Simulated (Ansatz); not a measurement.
A run of Ansatz (development build ahead of 0.2.0) on singlet H2O at this shape:

```xyz
3

O     0.0235   -0.0448   -0.1166
H    -0.0393    0.7856    0.5437
H     0.0795   -0.7156    0.5058
```

Its results:

```
Converged                       : yes
Reference energy                : -75.97027 hartree
Correlation energy              : -0.13103 hartree
Total energy                    : -76.10130 hartree
Spin squared of the determinant : 0.000
```

Question: Which input gives this output? Name the method, the orbitals and the basis set, and write the input.

Answer: RHF-MP2 in 6-31G. An unrestricted run that stays on the closed shell gives the same numbers.

```yaml
crystal:
  periodic: [false, false, false]
  atoms:
    - { symbol: O, position_ang: [0.02351, -0.04483, -0.11657] }
    - { symbol: H, position_ang: [-0.03929, 0.78556, 0.54375] }
    - { symbol: H, position_ang: [0.07945, -0.71557, 0.50579] }
basis:
  gaussian: { orbitals: "6-31G" }
hamiltonian:
  xc: hf
correlation:
  method: mp2
  frozen_orbitals: { H: 0, O: 1 }
```
